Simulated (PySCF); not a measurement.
Working with the constants of C₂⁺

UHF-CCSD(T) constants of C₂⁺, ⁴Σg⁻ (quartet), unpaired electrons σ ↑, π ↑↑ (C def2-TZVPPD; no relativity (PySCF 2.14); masses 12.0000 and 12.0000 u):

* ωe: 1346.5 cm⁻¹
* ωexe: 11.6 cm⁻¹
* Be: 1.4107 cm⁻¹
* αe: 0.0167 cm⁻¹
* D (centrifugal): 6.19e-06 cm⁻¹
* De to C⁺ + C: 5.52 eV

Question: Give the vibrational terms G(v) and spacings up to v = 6.

Answer: G(v) = ωe(v+½) − ωexe(v+½)².

```json
{"v": "0", "G(v) (cm⁻¹)": "670", "G(v) − G(v−1)": "", "Bv (cm⁻¹)": "1.402"}
{"v": "1", "G(v) (cm⁻¹)": "1994", "G(v) − G(v−1)": "1323", "Bv (cm⁻¹)": "1.386"}
{"v": "2", "G(v) (cm⁻¹)": "3294", "G(v) − G(v−1)": "1300", "Bv (cm⁻¹)": "1.369"}
{"v": "3", "G(v) (cm⁻¹)": "4571", "G(v) − G(v−1)": "1277", "Bv (cm⁻¹)": "1.352"}
{"v": "4", "G(v) (cm⁻¹)": "5824", "G(v) − G(v−1)": "1254", "Bv (cm⁻¹)": "1.336"}
{"v": "5", "G(v) (cm⁻¹)": "7055", "G(v) − G(v−1)": "1230", "Bv (cm⁻¹)": "1.319"}
{"v": "6", "G(v) (cm⁻¹)": "8262", "G(v) − G(v−1)": "1207", "Bv (cm⁻¹)": "1.302"}
```

Question: How well does the Morse estimate ωe²/(4ωexe) reproduce De, and what is D0?

Answer: It gives 4.84 eV, 88 % of the computed De. D0 = De − G(0) = 5.52 − 0.08 = 5.44 eV.

Correlated steps freeze 2 core orbitals. The state was picked by a PBE0 search and need not be the measured ground state.
